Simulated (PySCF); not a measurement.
# C₅H₇F: electronic excitations at several levels of theory

Aim: compute the electronic excitations of C₅H₇F (`C/C=C/C=C/F`) at several levels, and see how far they spread and what each costs.

Programs: PySCF 2.14.0, with density-fitted response routines of our own. Each step states its level of theory. These are calculated values for one molecule in the gas phase, unless marked as measured. Atoms count from 0, in the outputs and in this text.

## Step 1: Starting geometry

13 atoms, charge 0, multiplicity 1; geometry from: GFN2-xTB. The atoms were then displaced at random by about 0.01 Å, so the start is not that level's minimum.

Bonds of the start (Å): C0–C1 1.47, C1–C2 1.32, C2–C3 1.49, C3–C4 1.30, C4–F5 1.35, C0–H6 1.09, C0–H7 1.06, C0–H8 1.13, C1–H9 1.08, C2–H10 1.09, C3–H11 1.07, C4–H12 1.07.

## Step 2: Relaxing the molecule at PBE0-D3(BJ)/def2-SVP

The job: settings as JSON, then the geometry in Å.

```
{"job": {"xc": "PBE0", "basis": "def2-SVP", "d3": "d3bj", "grid": 1, "shake": 0.01, "kind": "geom"}, "charge": 0, "multiplicity": 1}
C     -2.318060    -0.127610    -0.060100
C     -0.966030     0.391930    -0.325070
C      0.131040    -0.184660     0.120740
C      1.509740     0.322790    -0.138590
C      2.572780    -0.271490     0.313660
F      3.796460     0.228870     0.059590
H     -2.832100    -0.325230    -1.005430
H     -2.307320    -0.995860     0.541210
H     -2.926840     0.667110     0.465610
H     -0.893650     1.291170    -0.914520
H      0.079470    -1.082700     0.739630
H      1.570810     1.215950    -0.728600
H      2.589540    -1.147150     0.921540
```

The run is started by

```bash
OMP_NUM_THREADS=1 python probes_run.py task.json out
```

This one command runs all jobs of the session in turn.

Standard output:

```text
step   0  E = -293.99372858  max force = 0.066286
step   1  E = -293.99827223  max force = 0.013442
step   2  E = -294.00040426  max force = 0.009172
step   3  E = -293.99965655  max force = 0.012258
step   4  E = -294.00089870  max force = 0.002910
step   5  E = -294.00058347  max force = 0.005595
step   6  E = -294.00105221  max force = 0.001291
step   7  E = -294.00108176  max force = 0.001096
step   8  E = -294.00108477  max force = 0.001130
step   9  E = -294.00111403  max force = 0.000425
step  10  E = -294.00112844  max force = 0.000212
optimisation converged
```

It took 79 s on 1 thread of Arm Neoverse N1, shared host; peak memory 0.49 GiB.

Relaxation path: (the energy doesn't fall at every step)

```
step  energy from step 0 (eV)  largest force component (eV/Å)
   0                   0.0000                          3.4086
   1                  -0.1236                          0.6912
   2                  -0.1817                          0.4716
   3                  -0.1613                          0.6303
   4                  -0.1951                          0.1496
   5                  -0.1865                          0.2877
   6                  -0.1993                          0.0664
   7                  -0.2001                          0.0564
   8                  -0.2002                          0.0581
   9                  -0.2010                          0.0219
  10                  -0.2014                          0.0109
```

Distances of close pairs at the start and the end, largest changes first:

```
  bond  before (Å)  after (Å)  change (Å)
 C0–H7       1.056      1.100      +0.044
 C2–C3       1.492      1.450      -0.042
 C3–C4       1.299      1.336      +0.037
C4–H12       1.066      1.095      +0.029
 C0–H8       1.131      1.104      -0.027
 C1–C2       1.317      1.343      +0.026
C3–H11       1.072      1.095      +0.023
 C1–H9       1.078      1.098      +0.020
```

The next job starts from the end point, and lists it.

```
                         at the end point                 value
rotational constants (GHz, main isotopes)  26.956, 1.187, 1.145
                        dipole moment (D)                  1.62
```

## Step 3: Ultraviolet spectrum: PBE0/def2-SVP

The job: settings as JSON, then the geometry in Å.

```
{"job": {"kind": "uv", "xc": "PBE0", "basis": "def2-SVP"}, "charge": 0, "multiplicity": 1}
C     -2.301535     0.221059     0.412803
C     -0.959240     0.486511    -0.176197
C      0.165614    -0.187379     0.115892
C      1.461870     0.094169    -0.468552
C      2.569088    -0.588758    -0.162961
F      3.746631    -0.311438    -0.713662
H     -3.050918     0.020697    -0.371589
H     -2.284253    -0.640055     1.097100
H     -2.670421     1.095904     0.975710
H     -0.896398     1.303857    -0.906382
H      0.116583    -1.007593     0.843843
H      1.545112     0.905815    -1.198703
H      2.616473    -1.418985     0.549410
```

With the program's defaults for keys left out, this is: TDDFT PBE0/def2-SVP, vertical, gas phase, core orbitals frozen in the response.

Standard output:

```text
coarse grid: 10856 points
cycle   1  E = -293.8971805855  dE =  6.009e-01  |g| = 4.975e-01  |ddm| = 3.666e+00
cycle   2  E = -293.8564710046  dE =  4.071e-02  |g| = 6.616e-01  |ddm| = 1.135e+00
cycle   3  E = -293.9483691759  dE = -9.190e-02  |g| = 1.003e-01  |ddm| = 7.038e-01
cycle   4  E = -293.9508692494  dE = -2.500e-03  |g| = 3.955e-02  |ddm| = 1.478e-01
cycle   5  E = -293.9512262748  dE = -3.570e-04  |g| = 1.204e-02  |ddm| = 4.765e-02
cycle   6  E = -293.9512589733  dE = -3.270e-05  |g| = 2.615e-03  |ddm| = 1.358e-02
cycle   7  E = -293.9512605094  dE = -1.536e-06  |g| = 8.964e-04  |ddm| = 2.836e-03
final grid: 105248 points
cycle   8  E = -293.9934384755  dE = -2.315e-05  |g| = 6.484e-03  |ddm| = 2.997e-02
cycle   9  E = -293.9934359389  dE =  2.537e-06  |g| = 7.540e-03  |ddm| = 1.363e-02
cycle  10  E = -293.9934493127  dE = -1.337e-05  |g| = 1.192e-03  |ddm| = 8.068e-03
cycle  11  E = -293.9934496120  dE = -2.993e-07  |g| = 2.013e-04  |ddm| = 1.452e-03
cycle  12  E = -293.9934496202  dE = -8.192e-09  |g| = 1.032e-04  |ddm| = 3.018e-04
cycle  13  E = -293.9934496227  dE = -2.577e-09  |g| = 1.743e-05  |ddm| = 1.136e-04
cycle  14  E = -293.9934496228  dE = -7.526e-11  |g| = 4.876e-06  |ddm| = 2.226e-05
converged SCF energy = -293.9934496228

Static polarisability (au): isotropic 61.424, principal 31.778 49.321 103.173

Singlet excitations
state   eV       nm        f      main configurations
  1   5.8447    212.1   0.82239   H->L 0.98
  2   7.0401    176.1   0.00006   H->L+1 0.97
  3   7.1532    173.3   0.00009   H->L+2 0.55, H-1->L 0.44
  4   7.5209    164.9   0.00161   H->L+3 0.96
  5   7.7901    159.2   0.00008   H-2->L 0.96
  6   8.0843    153.4   0.00089   H->L+4 0.77, H-3->L 0.15
  7   8.1108    152.9   0.00229   H-3->L 0.80, H->L+4 0.12
  8   8.3574    148.4   0.00195   H->L+5 0.68, H-1->L 0.09
  9   8.3947    147.7   0.00175   H-1->L 0.44, H->L+2 0.34, H->L+5 0.14
 10   8.6283    143.7   0.00324   H-4->L 0.93

Triplet excitations (Tamm-Dancoff, eV): 3.0879 5.1310 6.8863 6.9982
```

Run time: 20 s. Hardware: 1 thread of Arm Neoverse N1, shared host; peak memory 0.6 GiB.

Frontier orbitals and where they lie:

```
orbital      eV                        atoms
 HOMO−3  -10.33    F5 40 %, C4 16 %, C3 13 %
 HOMO−2   -9.91    C1 21 %, H9 18 %, C2 14 %
 HOMO−1   -9.00    C3 33 %, C2 32 %, C1 10 %
   HOMO   -6.29    C1 28 %, C4 25 %, C2 16 %
   LUMO   -0.47    C4 30 %, C1 30 %, C2 15 %
 LUMO+1    2.12  H11 18 %, H10 17 %, H9 17 %
 LUMO+2    2.18    C3 30 %, C2 29 %, C4 15 %
```

With each of the 10 states as a Gaussian band of 0.4 eV half-width at 1/e, the curve within the window shown has maxima at 212 nm (ε 33,000) L/(mol cm). Beyond the last state computed it falls off for lack of states. The curve at chosen wavelengths:

nm, ε (L/mol/cm) and a bar:
```
      139         99 
      143        230 
      147        314 
      151        297 
      155        214 
      158        154 
      162        106 
      166         81 
      170         56 
      174         33 
      178         27 
      182         97 
      186        471 
      189       1306 #
      193       3957 ####
      197       9225 ########
      201      17015 ###############
      205      25459 #######################
      209      31606 #############################
      213      33214 ##############################
      217      30076 ###########################
      220      25565 #######################
      224      18519 #################
      228      12030 ###########
      232       7090 ######
      236       3832 ###
```

Further results of this job:

```
           property  computed
  dipole moment (D)      1.62
polarisability (Å³)      9.10
 HOMO–LUMO gap (eV)      5.82
      −ε(HOMO) (eV)      6.29
```

## Step 4: Excited states and response: PBE0/def2-TZVP

Same as in step 3 but for these lines:

```diff
@@ -1,2 +1,2 @@
-{"job": {"kind": "uv", "xc": "PBE0", "basis": "def2-SVP"}, "charge": 0, "multiplicity": 1}
+{"job": {"kind": "uv", "xc": "PBE0", "basis": "def2-TZVP"}, "charge": 0, "multiplicity": 1}
 C     -2.301535     0.221059     0.412803
```

With the program's defaults for keys left out, this is: TDDFT PBE0/def2-TZVP, vertical, gas phase, core orbitals frozen in the response.

Standard output:

```text
coarse grid: 10856 points
cycle   1  E = -294.2755292984  dE =  6.427e-01  |g| = 5.184e-01  |ddm| = 2.706e+00
cycle   2  E = -294.2315393187  dE =  4.399e-02  |g| = 6.983e-01  |ddm| = 1.089e+00
cycle   3  E = -294.3288716558  dE = -9.733e-02  |g| = 1.081e-01  |ddm| = 6.478e-01
cycle   4  E = -294.3315337458  dE = -2.662e-03  |g| = 4.675e-02  |ddm| = 1.308e-01
cycle   5  E = -294.3320200345  dE = -4.863e-04  |g| = 1.439e-02  |ddm| = 4.704e-02
cycle   6  E = -294.3320615671  dE = -4.153e-05  |g| = 3.240e-03  |ddm| = 1.270e-02
cycle   7  E = -294.3320639130  dE = -2.346e-06  |g| = 7.503e-04  |ddm| = 2.530e-03
final grid: 105248 points
cycle   8  E = -294.3233983625  dE = -6.118e-05  |g| = 6.719e-03  |ddm| = 9.211e-02
cycle   9  E = -294.3233969672  dE =  1.395e-06  |g| = 7.161e-03  |ddm| = 1.064e-02
cycle  10  E = -294.3234091226  dE = -1.216e-05  |g| = 1.243e-03  |ddm| = 5.479e-03
cycle  11  E = -294.3234093922  dE = -2.696e-07  |g| = 3.181e-04  |ddm| = 1.692e-03
cycle  12  E = -294.3234094108  dE = -1.857e-08  |g| = 1.421e-04  |ddm| = 3.317e-04
cycle  13  E = -294.3234094155  dE = -4.632e-09  |g| = 2.526e-05  |ddm| = 1.190e-04
cycle  14  E = -294.3234094156  dE = -1.397e-10  |g| = 8.216e-06  |ddm| = 2.409e-05
converged SCF energy = -294.3234094156

Static polarisability (au): isotropic 68.525, principal 40.761 54.321 110.493

Singlet excitations
state   eV       nm        f      main configurations
  1   5.7265    216.5   0.80674   H->L 0.98
  2   6.7077    184.8   0.00025   H->L+3 0.94
  3   6.7850    182.7   0.00025   H->L+1 0.77, H-1->L 0.19
  4   6.9163    179.3   0.00015   H->L+2 0.98
  5   7.5435    164.4   0.00347   H->L+4 0.90
  6   7.7469    160.0   0.00005   H-2->L 0.96
  7   7.8349    158.2   0.00471   H->L+5 0.89
  8   7.9377    156.2   0.00017   H-1->L 0.76, H->L+1 0.16
  9   8.1232    152.6   0.00042   H-3->L 0.95
 10   8.3620    148.3   0.00072   H->L+6 0.90

Triplet excitations (Tamm-Dancoff, eV): 3.0961 5.0294 6.5780 6.7343
```

Wall time 49 s (1 thread of Arm Neoverse N1, shared host); peak memory 0.92 GiB.

In short: HOMO -6.36 eV, LUMO -0.56 eV; lowest singlet 5.73 eV.

## Step 5: TDDFT and polarisability: PBE0/aug-cc-pVDZ

Same as in step 4 but for these lines:

```diff
@@ -1,2 +1,2 @@
-{"job": {"kind": "uv", "xc": "PBE0", "basis": "def2-TZVP"}, "charge": 0, "multiplicity": 1}
+{"job": {"kind": "uv", "xc": "PBE0", "basis": "aug-cc-pVDZ"}, "charge": 0, "multiplicity": 1}
 C     -2.301535     0.221059     0.412803
```

Level: TDDFT PBE0/aug-cc-pVDZ, vertical, gas phase, core orbitals frozen in the response.

Standard output:

```text
coarse grid: 10856 points
cycle   1  E = -294.1866511587  dE =  6.730e-01  |g| = 4.694e-01  |ddm| = 1.538e+01
cycle   2  E = -294.1452853966  dE =  4.137e-02  |g| = 6.370e-01  |ddm| = 3.807e+00
cycle   3  E = -294.2344619600  dE = -8.918e-02  |g| = 1.013e-01  |ddm| = 1.877e+00
cycle   4  E = -294.2370519146  dE = -2.590e-03  |g| = 3.809e-02  |ddm| = 4.211e-01
cycle   5  E = -294.2373747423  dE = -3.228e-04  |g| = 1.219e-02  |ddm| = 1.103e-01
cycle   6  E = -294.2374061613  dE = -3.142e-05  |g| = 2.994e-03  |ddm| = 6.289e-02
cycle   7  E = -294.2374082828  dE = -2.122e-06  |g| = 7.290e-04  |ddm| = 8.357e-03
final grid: 105248 points
cycle   8  E = -294.2446364780  dE = -3.260e-05  |g| = 7.096e-03  |ddm| = 5.851e-01
cycle   9  E = -294.2446332664  dE =  3.212e-06  |g| = 8.320e-03  |ddm| = 1.053e-01
cycle  10  E = -294.2446495235  dE = -1.626e-05  |g| = 1.374e-03  |ddm| = 3.428e-02
cycle  11  E = -294.2446498959  dE = -3.725e-07  |g| = 2.077e-04  |ddm| = 3.640e-03
cycle  12  E = -294.2446499025  dE = -6.562e-09  |g| = 1.344e-04  |ddm| = 1.054e-03
cycle  13  E = -294.2446499069  dE = -4.427e-09  |g| = 2.316e-05  |ddm| = 5.194e-04
cycle  14  E = -294.2446499071  dE = -1.338e-10  |g| = 8.093e-06  |ddm| = 1.128e-04
converged SCF energy = -294.2446499071

Static polarisability (au): isotropic 71.896, principal 45.500 57.312 112.877

Singlet excitations
state   eV       nm        f      main configurations
  1   5.5071    225.1   0.00037   H->L+1 0.95
  2   5.6416    219.8   0.02187   H->L+2 0.94
  3   5.6567    219.2   0.74821   H->L 0.93
  4   5.9399    208.7   0.00209   H->L+3 0.95
  5   6.3222    196.1   0.00440   H->L+6 0.81
  6   6.4351    192.7   0.00998   H->L+4 0.92
  7   6.4637    191.8   0.00839   H->L+5 0.86
  8   6.5760    188.5   0.00075   H->L+7 0.84
  9   7.1215    174.1   0.00079   H->L+8 0.75, H->L+9 0.19
 10   7.2310    171.5   0.00455   H->L+9 0.74, H->L+8 0.18

Triplet excitations (Tamm-Dancoff, eV): 3.0975 4.9610 5.4643 5.5899
```

Wall time 41 s (1 thread of Arm Neoverse N1, shared host); peak memory 0.85 GiB.

This run: HOMO -6.37 eV, LUMO -0.60 eV; lowest singlet 5.51 eV.

## Step 6: TDDFT and polarisability: PBE0/def2-TZVPD

Same as in step 5 but for these lines:

```diff
@@ -1,2 +1,2 @@
-{"job": {"kind": "uv", "xc": "PBE0", "basis": "aug-cc-pVDZ"}, "charge": 0, "multiplicity": 1}
+{"job": {"kind": "uv", "xc": "PBE0", "basis": "def2-TZVPD"}, "charge": 0, "multiplicity": 1}
 C     -2.301535     0.221059     0.412803
```

With the program's defaults for keys left out, this is: TDDFT PBE0/def2-TZVPD, vertical, gas phase, core orbitals frozen in the response.

Standard output:

```text
coarse grid: 10856 points
cycle   1  E = -294.2770410329  dE =  6.431e-01  |g| = 5.183e-01  |ddm| = 4.038e+00
cycle   2  E = -294.2318371733  dE =  4.520e-02  |g| = 7.025e-01  |ddm| = 1.666e+00
cycle   3  E = -294.3303916172  dE = -9.855e-02  |g| = 1.070e-01  |ddm| = 9.100e-01
cycle   4  E = -294.3329693648  dE = -2.578e-03  |g| = 4.730e-02  |ddm| = 1.847e-01
cycle   5  E = -294.3334701194  dE = -5.008e-04  |g| = 1.447e-02  |ddm| = 5.838e-02
cycle   6  E = -294.3335119771  dE = -4.186e-05  |g| = 3.302e-03  |ddm| = 1.946e-02
cycle   7  E = -294.3335144377  dE = -2.461e-06  |g| = 6.938e-04  |ddm| = 6.372e-03
final grid: 105248 points
cycle   8  E = -294.3248694683  dE = -6.521e-05  |g| = 6.744e-03  |ddm| = 4.869e-01
cycle   9  E = -294.3248680489  dE =  1.419e-06  |g| = 7.194e-03  |ddm| = 2.704e-02
cycle  10  E = -294.3248803156  dE = -1.227e-05  |g| = 1.263e-03  |ddm| = 1.291e-02
cycle  11  E = -294.3248805909  dE = -2.753e-07  |g| = 3.255e-04  |ddm| = 1.761e-03
cycle  12  E = -294.3248806102  dE = -1.929e-08  |g| = 1.402e-04  |ddm| = 6.718e-04
cycle  13  E = -294.3248806147  dE = -4.502e-09  |g| = 2.693e-05  |ddm| = 1.870e-04
cycle  14  E = -294.3248806148  dE = -1.627e-10  |g| = 8.573e-06  |ddm| = 6.513e-05
converged SCF energy = -294.3248806148

Static polarisability (au): isotropic 71.918, principal 45.289 57.518 112.947

Singlet excitations
state   eV       nm        f      main configurations
  1   5.6782    218.4   0.78918   H->L 0.97
  2   5.8666    211.3   0.00024   H->L+1 0.94
  3   5.9481    208.4   0.00117   H->L+2 0.97
  4   6.2752    197.6   0.00345   H->L+3 0.95
  5   6.5697    188.7   0.00204   H->L+4 0.88, H-1->L 0.11
  6   6.7906    182.6   0.00685   H->L+5 0.94
  7   7.1530    173.3   0.00139   H->L+6 0.97
  8   7.5826    163.5   0.01023   H->L+7 0.92
  9   7.7221    160.6   0.00004   H-2->L 0.96
 10   7.7655    159.7   0.00258   H-1->L 0.61, H->L+8 0.27

Triplet excitations (Tamm-Dancoff, eV): 3.0906 4.9834 5.8041 5.8717
```

It took 73 s on 1 thread of Arm Neoverse N1, shared host; peak memory 1.2 GiB.

In short: HOMO -6.38 eV, LUMO -0.61 eV; lowest singlet 5.68 eV.

## Step 7: Ultraviolet spectrum: PBE0/6-31+G*

Same as in step 6 but for these lines:

```diff
@@ -1,2 +1,2 @@
-{"job": {"kind": "uv", "xc": "PBE0", "basis": "def2-TZVPD"}, "charge": 0, "multiplicity": 1}
+{"job": {"kind": "uv", "xc": "PBE0", "basis": "6-31+G*"}, "charge": 0, "multiplicity": 1}
 C     -2.301535     0.221059     0.412803
```

With the program's defaults for keys left out, this is: TDDFT PBE0/6-31+G*, vertical, gas phase, core orbitals frozen in the response.

Standard output:

```text
coarse grid: 10856 points
cycle   1  E = -294.2023884565  dE =  6.632e-01  |g| = 4.676e-01  |ddm| = 4.337e+00
cycle   2  E = -294.1632527524  dE =  3.914e-02  |g| = 6.255e-01  |ddm| = 1.987e+00
cycle   3  E = -294.2510127283  dE = -8.776e-02  |g| = 1.031e-01  |ddm| = 1.474e+00
cycle   4  E = -294.2537374171  dE = -2.725e-03  |g| = 3.662e-02  |ddm| = 2.462e-01
cycle   5  E = -294.2540322439  dE = -2.948e-04  |g| = 1.217e-02  |ddm| = 7.610e-02
cycle   6  E = -294.2540637205  dE = -3.148e-05  |g| = 2.678e-03  |ddm| = 2.366e-02
cycle   7  E = -294.2540654222  dE = -1.702e-06  |g| = 7.449e-04  |ddm| = 8.780e-03
final grid: 105248 points
cycle   8  E = -294.2156731148  dE = -2.383e-05  |g| = 7.394e-03  |ddm| = 1.263e-01
cycle   9  E = -294.2156686662  dE =  4.449e-06  |g| = 9.038e-03  |ddm| = 2.960e-02
cycle  10  E = -294.2156869888  dE = -1.832e-05  |g| = 1.441e-03  |ddm| = 1.730e-02
cycle  11  E = -294.2156874094  dE = -4.206e-07  |g| = 2.076e-04  |ddm| = 2.364e-03
cycle  12  E = -294.2156874170  dE = -7.591e-09  |g| = 1.242e-04  |ddm| = 5.685e-04
cycle  13  E = -294.2156874208  dE = -3.804e-09  |g| = 2.027e-05  |ddm| = 2.458e-04
cycle  14  E = -294.2156874209  dE = -1.004e-10  |g| = 7.695e-06  |ddm| = 8.301e-05
converged SCF energy = -294.2156874209

Static polarisability (au): isotropic 67.090, principal 40.430 52.340 108.501

Singlet excitations
state   eV       nm        f      main configurations
  1   5.7256    216.5   0.79130   H->L 0.96
  2   5.9375    208.8   0.00105   H->L+1 0.57, H->L+2 0.40
  3   5.9652    207.8   0.00078   H->L+2 0.58, H->L+1 0.35
  4   6.3081    196.5   0.00380   H->L+3 0.92
  5   6.4333    192.7   0.00348   H->L+4 0.93
  6   6.6923    185.3   0.00762   H->L+5 0.92
  7   6.9728    177.8   0.00992   H->L+7 0.62, H->L+6 0.34
  8   6.9766    177.7   0.00568   H->L+6 0.61, H->L+7 0.35
  9   7.3778    168.1   0.00595   H->L+8 0.94
 10   7.6839    161.4   0.00574   H->L+9 0.69, H-1->L 0.23

Triplet excitations (Tamm-Dancoff, eV): 3.0886 5.0062 5.8733 5.8944
```

Run time: 23 s. Hardware: 1 thread of Arm Neoverse N1, shared host; peak memory 0.64 GiB.

Key values: HOMO -6.35 eV, LUMO -0.55 eV; lowest singlet 5.73 eV.

## Step 8: Run by run: electronic excitations

Excitations and ground-state properties, with basis size and wall time:

```
             run  lowest singlet (eV)  brightest (eV)      f  gap (eV)  α (Å³)  μ (D)  functions  time
   PBE0/def2-SVP                 5.84            5.84  0.822      5.82    9.10   1.62        119  20 s
  PBE0/def2-TZVP                 5.73            5.73  0.807      5.80   10.15   1.66        228  49 s
PBE0/aug-cc-pVDZ                 5.51            5.66  0.748      5.77   10.65   1.73        201  41 s
 PBE0/def2-TZVPD                 5.68            5.68  0.789      5.78   10.66   1.71        288  73 s
    PBE0/6-31+G*                 5.73            5.73  0.791      5.80    9.94   1.83        122  23 s
```

## Step 9: What came out

```
                            quantity                        value
rotational constants (main isotopes)        26.96, 1.19, 1.15 GHz
      lowest singlet (PBE0/def2-SVP)  5.84 eV (212 nm), f = 0.822
                      lowest triplet                      3.09 eV
         range of the lowest singlet              5.51 to 5.84 eV
```

In words: Single values in the summary come from the first sound run of each kind (PBE0/def2-SVP), which need not be the best level. The start of the PBE0/def2-SVP relaxation was shaken at random by about 0.01 Å, so part of the energy gained, and of the first lengths quoted, undoes that. Relaxing lowered the energy by 0.201 eV in 10 steps; the close pair that moved most is C0–H7, from 1.056 to 1.100 Å. The first singlet state (HOMO→LUMO 0.98) lies at 5.84 eV and is bright. The lowest triplet lies 2.76 eV below the lowest singlet (triplets in Tamm-Dancoff, singlets in full TDDFT). The lowest singlet runs from 5.51 eV (PBE0/aug-cc-pVDZ) to 5.84 eV (PBE0/def2-SVP), while the orbital gap spans 5.77 to 5.82 eV. The lowest state need not be the same one in every run.
